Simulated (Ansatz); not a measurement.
# SiNH4O (SMILES N[SiH]O): the energy, rung by rung

SiNH4O has 7 atoms, charge 0, and is taken as a doublet. SMILES: `N[SiH]O`. The shape was relaxed beforehand at r2SCAN/def2-SVP. This is one conformer, not always the lowest.

Quantity: the adiabatic ionisation energy (to the singlet cation, shapes relaxed at r2SCAN/def2-SVP, no zero-point term), in eV. The values are calculated.

```csv
level,kind,program,value (eV),less CCSD(T)/def2-TZVP,CPU time (all runs)
UHF/def2-TZVP,Hartree–Fock,Ansatz,5.80,-0.32,1.9 s
USVWN5/def2-TZVP,LDA,Ansatz,6.19,+0.07,2.2 s
UBLYP/def2-TZVP,GGA,Ansatz,6.14,+0.02,4.4 s
UPBE0-D4/def2-TZVP,global hybrid,Ansatz,6.32,+0.20,4.6 s
U-wB97M-V/def2-TZVP,range-separated hybrid,Ansatz,6.07,-0.05,20 s
UB2PLYP/def2-TZVP,double hybrid,Ansatz,6.14,+0.02,8.1 s
RPA@PBE/def2-TZVP,RPA,Ansatz,6.43,+0.31,8.7 s
UMP2/def2-TZVP,perturbation theory,Ansatz,6.05,-0.07,2.8 s
UCCSD(T)/def2-TZVP,coupled cluster or CI,Ansatz,6.12,0.00,51 s
```

UCCSD(T)/def2-TZVP is the highest level here, not the true value. The values span 5.80 to 6.43 eV. In so small a basis fixed costs decide the times, and correlated methods can beat functionals. CPU times are rough (shared hosts, several kinds of processor and program).
